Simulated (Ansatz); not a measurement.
Results of PBE0-D4 in Ansatz (PAW) for solid iodine.

**Question.** Predict the lattice energy and volume per molecule.

**Answer.** 
lattice energy: 79 kJ/mol
volume per molecule: 79.66 Å³

Spin–orbit coupling is not included.

Static lattice: no zero-point or thermal effects.

It cost very roughly 4 core-minutes of CPU time.

Ansatz is a quantum-chemistry and plane-wave program.
